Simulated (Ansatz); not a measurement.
`COC(C)=O` + H₂ → `COC=O` + CH₄ at 298.15 K and 1 bar (hydrogenolysis of a C–C bond).

Gas-phase electronic energies from Ansatz, PBE0-D4/def2-TZVP geometries. CCSD(T)/CBS adds triple-zeta CCSD(T) − MP2 to the extrapolated MP2 energy (def2 sets, frozen cores). This one scheme is used for every species. Each species was taken in one conformer, which may not be the lowest.

| species | CCSD(T)/CBS energy (Eh) | H − E (kJ/mol) | S (J/(mol·K)) |
| --- | --- | --- | --- |
| `COC(C)=O` | -268.11980 | 254.7 | 327.3 |
| H₂ | -1.17544 | 35.1 | 130.4 |
| `COC=O` | -228.84804 | 177.9 | 283.9 |
| CH₄ | -40.46206 | 127.4 | 186.2 |

H − E and S are ideal-gas, rigid-rotor, harmonic terms from PBE0-D4/def2-TZVP, for one conformer and one mirror image of each species. For small species the MP2-based limit differs from directly extrapolated CCSD(T) by up to some mEh (0.8 for H₂); such offsets cancel only in part. 1 Eh = 2625.50 kJ/mol, R = 8.31446 J/(mol·K).

Task: By hand: ΔE, ΔH, ΔS and ΔG.

Result: ΔE = (-228.84804) + (-40.46206) − (-268.11980) − (-1.17544) = -0.01486 Eh = -39.0 kJ/mol. Δ(H − E) = 177.9 + 127.4 − 254.7 − 35.1 = 15.5, so ΔH = -23.5 kJ/mol. ΔS = 283.9 + 186.2 − 327.3 − 130.4 = 12.4 J/(mol·K). ΔG = -23.5 − 298.15 × (12.4)/1000 = -27.2 kJ/mol.

Task: By hand: the equilibrium constant, and the temperature at which ΔG would vanish if ΔH and ΔS stayed fixed.

Result: log₁₀ K = −ΔG/(RT ln 10) = 4.8. ΔH and −TΔS have one sign here, so there is no such temperature.

The number of gas molecules stays the same, so ΔS is small and ΔH decides. A doubt of 5 kJ/mol in ΔE shifts log₁₀ K by 0.9 here. Other conformers and mirror images would add mixing entropy, several J/(mol·K) or more a flexible species. Modes under 60 cm⁻¹, often nearly free rotors, make the harmonic entropy too high. These are equilibria of isolated gas molecules and say nothing of rates. Largest T1 diagnostic: 0.015 (customary marks: 0.02 for closed shells, 0.045 for open ones).

ΔS is within the doubt of such terms, so its sign, and with it that verdict, could turn.
